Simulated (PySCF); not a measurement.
Geometries of 2 isomers of CH6B2, from PySCF 2.14.0, PBE0-D3(BJ)/def2-SVP geometry optimisation, gas phase. One conformer each, no zero-point energy, no frequencies.

Question: Which isomer lies lower at this level?
A.
```xyz
9
angstrom
B      1.655   -0.056   -0.037
B      0.074   -0.348    0.349
C     -1.213    0.304   -0.266
H      2.310    0.803    0.516
H      2.246   -0.718   -0.864
H     -0.109   -1.161    1.242
H     -1.946   -0.475   -0.539
H     -1.702    0.875    0.546
H     -1.063    0.978   -1.121
```
B.
```xyz
9
angstrom
B     -0.578    1.147   -0.093
C     -0.448   -0.398   -0.224
B      0.999   -0.798    0.179
H     -0.837    1.841   -1.049
H     -0.407    1.678    0.981
H     -1.050   -0.752    0.642
H     -0.802   -0.814   -1.175
H      1.756   -1.307   -0.616
H      1.394   -0.585    1.303
```

Answer: B. That is `BCB` (CH6B2), 4.9 kcal/mol below the other.

| SMILES | atoms numbered as above | E (Eh) | relative (kcal/mol) | relative (kJ/mol) | dipole (D) |
| --- | --- | --- | --- | --- | --- |
| BCB | [BH2:1][CH2:2][BH2:3] | -91.17308 | 0.0 | 0.0 | 0.84 |
| BBC | [BH2:1][BH:2][CH3:3] | -91.16525 | 4.9 | 20.5 | 0.78 |
